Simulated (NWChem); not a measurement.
## Correlation energy of HN

SMILES: [NH]
```xyz
2

N      0.0000     0.0000     0.1326
H      0.0000     0.0000    -0.9279
```
Charge 0, spin multiplicity 3.

Everything below was run with NWChem. The geometry was optimised at UPBE/def2-SVP, a minimum by its harmonic frequencies.

Basis set: cc-pVTZ. Each correlation energy counts from its own Hartree-Fock reference.

The correlated methods keep 1 core orbital frozen. This spin state was chosen for the runs; another may lie lower. The structure started from a generated list of species. The unpaired electrons of the parent sit in orbitals of symmetry b1 and b2 (C2v labels of the run); other states weren't searched. The stability of the SCF solutions was not checked. Open-shell Hartree-Fock references start from PBE0 orbitals. Coupled-cluster values serve here as a point of comparison, not as the truth.

For the correlation energy, URI-MP2 gives -137.1 mHa and UMP2 gives -137.1 mHa. What do SCS-UMP2, CCSD on UHF, CCSD[T] on UHF give?

SCS-UMP2: -136.3 mHa; CCSD on UHF: -156.3 mHa; CCSD[T] on UHF: -160.2 mHa.
